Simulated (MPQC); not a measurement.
**ClF (chlorine monofluoride) at 6 levels**

Wanted: a comparison of 6 runs (HF/3-21G, HF/def2-SVP, B3LYP/6-31G*, MP2/def2-SVP, MP2/pcseg-1, MP2/aug-cc-pCVDZ) of ClF (chlorine monofluoride). 

The results are computed with MPQC 2.3.1.

3 further runs of the same task are left out: 1 that didn't finish, 2 set aside as unsound or not needed.

## Step 1: Starting point

The species is ClF (2 atoms), meant as a singlet with charge 0. SMILES: `FCl`. Geometry: relaxed at GFN2-xTB.

Bond lengths: F1–Cl2 1.682 Å.

## Step 2: Energy and gradient at HF/3-21G (run 1)

mol.in

```
% emacs should use -*- KeyVal -*- mode
molecule<Molecule>: (
   symmetry = c1
   unit = angstrom
   { atoms geometry } = {
      F  [ 0.000000 0.000000 0.000000 ]
      Cl [ 0.000000 0.000000 1.682250 ]
   }
)
basis<GaussianBasisSet>: (
   name = "3-21G"
   molecule = $:molecule
   basisdir = "."
   puream = yes
)
mpqc: (
   checkpoint = no
   savestate = no
   restart = no
   do_energy = yes
   do_gradient = yes
   optimize = no
   mole<CLHF>: (
      molecule = $:molecule
      basis = $:basis
      total_charge = 0
      memory = 1000000000
      print_evals = yes
      print_npa = yes
      maxiter = 120
      value_accuracy = 1e-08
      guess_wavefunction<ExtendedHuckelWfn>: (
         molecule = $:molecule
         total_charge = 0
         multiplicity = 1
         basis<GaussianBasisSet>: (
            name = "STO-3G"
            molecule = $:molecule
         )
      )
   )
)
```

The basis set 3-21G is read from a file made from the Basis Set Exchange's data (not shown).

The run is started by

```
$ mpqc mol.in > mol.out
```

The program printed:

```text
MPQC: Massively Parallel Quantum Chemistry
[...]
  CLSCF::init: total charge = 0
[...]
  nbasis = 22
[...]
  iter     1 energy = -541.6072139550 delta = 3.75456e-01
[...]
  LUMO is    14   A =   0.068438
  total scf energy = -556.1057544484
[...]
Value of the MolecularEnergy: -556.1057544484
  Gradient of the MolecularEnergy:
      1    0.0000000000
      2    0.0000000000
      3    0.0047720582
      4   -0.0000000000
      5   -0.0000000000
      6   -0.0047720582
  Function Parameters:
    value_accuracy    = 9.817423e-10 (1.000000e-08) (computed)
    gradient_accuracy = 9.817423e-08 (1.000000e-06) (computed)
    hessian_accuracy  = 0.000000e+00 (1.000000e-04)
[...]
      symmetry = c1
[...]
```

Wall time 0.12 s (1 thread of Arm Neoverse V2, shared host).

## Step 3: Energy and gradient at HF/def2-SVP (run 2)

input.in

```
% emacs should use -*- KeyVal -*- mode
molecule<Molecule>: (
    symmetry = c1
    unit = angstrom
    { atoms geometry } = {
        F  [ 0.000000 0.000000 0.000000 ]
        Cl [ 0.000000 0.000000 1.682250 ]
    }
)
basis<GaussianBasisSet>: (
    name = "def2-SVP"
    molecule = $:molecule
    basisdir = "."
    puream = yes
)
mpqc: (
    checkpoint = no
    savestate = no
    restart = no
    do_energy = yes
    do_gradient = yes
    optimize = no
    mole<CLHF>: (
        molecule = $:molecule
        basis = $:basis
        total_charge = 0
        memory = 1000000000
        print_evals = yes
        print_npa = yes
        maxiter = 120
        value_accuracy = 1e-08
        guess_wavefunction<CLHF>: (
            molecule = $:molecule
            total_charge = 0
            memory = 1000000000
            value_accuracy = 1e-3
            basis<GaussianBasisSet>: (
                name = "3-21G"
                molecule = $:molecule
            )
        )
    )
)
```

The basis set def2-SVP is read from a file made from the Basis Set Exchange's data (not shown).

The run is started by

```
$ mpqc input.in > input.out
```

The program printed:

```text
MPQC: Massively Parallel Quantum Chemistry
[...]
  LUMO is    14   A =   0.058714
  total scf energy = -558.6039564854
[...]
Value of the MolecularEnergy: -558.6039564854
  Gradient of the MolecularEnergy:
      1   -0.0000000000
      2   -0.0000000000
      3   -0.0391379984
      4    0.0000000000
      5    0.0000000000
      6    0.0391379984
  Function Parameters:
    value_accuracy    = 1.511785e-09 (1.000000e-08) (computed)
    gradient_accuracy = 1.511785e-07 (1.000000e-06) (computed)
    hessian_accuracy  = 0.000000e+00 (1.000000e-04)
[...]
      symmetry = c1
[...]
```

It took 0.2 s on 1 thread of Arm Neoverse V2, shared host.

Runs 3 to 5 aren't shown in full; the table further down has their settings and results.

## Step 4: Energy and forces at MP2/aug-cc-pCVDZ (run 6)

run.in

```
molecule<Molecule>: (
    symmetry = c1
    unit = angstrom
    { atoms geometry } = {
        F  [ 0.000000 0.000000 0.000000 ]
        Cl [ 0.000000 0.000000 1.682250 ]
    }
)
basis<GaussianBasisSet>: (
    name = "aug-cc-pCVDZ"
    molecule = $:molecule
)
mpqc: (
    checkpoint = no
    savestate = no
    restart = no
    do_energy = yes
    do_gradient = yes
    optimize = no
    mole<MBPT2>: (
        molecule = $:molecule
        basis = $:basis
        memory = 1000000000
        method = mp
        nfzc = 6
        reference<CLHF>: (
            molecule = $:molecule
            basis = $:basis
            total_charge = 0
            memory = 1000000000
            print_evals = yes
            maxiter = 60
            guess_wavefunction<ExtendedHuckelWfn>: (
                molecule = $:molecule
                total_charge = 0
                multiplicity = 1
                basis<GaussianBasisSet>: (
                    name = "STO-3G"
                    molecule = $:molecule
                )
            )
        )
    )
)
```

The run is started by

```
$ mpqc run.in > run.out
```

The program printed:

```text
MPQC: Massively Parallel Quantum Chemistry
[...]
  CLSCF::init: total charge = 0
[...]
  nbasis = 63
[...]
  iter     1 energy = -542.6015364528 delta = 1.29231e-01
[...]
  LUMO is    14   A =   0.021423
  total scf energy = -558.8592574514
[...]
  MP2 correlation energy [au]:         -0.367633749290
  MP2 energy [au]:                   -559.226891200715
[...]
Value of the MolecularEnergy: -559.2268912007
  Gradient of the MolecularEnergy:
      1   -0.0000000000
      2   -0.0000000000
      3   -0.0045220674
      4    0.0000000000
      5    0.0000000000
      6    0.0045220674
[...]
        symmetry = c1
[...]
```

Run time: 7.2 s. Hardware: 1 thread of Arm Neoverse V2, shared host; peak memory 0.33 GiB.

## Step 5: All runs side by side

```tsv
run	level	starting guess	integration grid	energy (Eh)	HOMO energy (eV)	LUMO energy (eV)	HOMO–LUMO gap (eV)	wall time
1	HF/3-21G	huckel STO-3G	–	-556.105754	-13.47	1.86	15.33	0.12 s
2	HF/def2-SVP	3-21G	–	-558.603956	-13.54	1.60	15.14	0.2 s
3	B3LYP/6-31G* (spherical functions)	STO-3G	xfine	-559.938107	-8.99	-3.48	5.51	2.6 s
4	MP2/def2-SVP	STO-2G	–	-558.931532	-13.54	1.60	15.14	0.42 s
5	MP2/pcseg-1	STO-3G	–	-559.098132	-13.70	1.04	14.73	0.56 s
6	MP2/aug-cc-pCVDZ	huckel STO-3G	–	-559.226891	-13.66	0.58	14.24	7.2 s
```

## Step 6: Outcome

```
                                          quantity          value
                               run 6: total energy  -559.22689 Eh
        run 6: HOMO energy (Hartree–Fock orbitals)      -13.66 eV
        run 6: LUMO energy (Hartree–Fock orbitals)        0.58 eV
      run 6: HOMO–LUMO gap (Hartree–Fock orbitals)       14.24 eV
run 6: correlation energy (6 core orbitals frozen)     -367.6 mEh
                   run 6: largest force on an atom     0.233 eV/Å
```

**Reading.** Over runs 1, 2, 3 the HOMO–LUMO gap runs from 5.51 eV (B3LYP/6-31G*) to 15.33 eV (HF/3-21G). The two ends differ in method and basis. All runs together took 11 s, the longest 7.2 s.
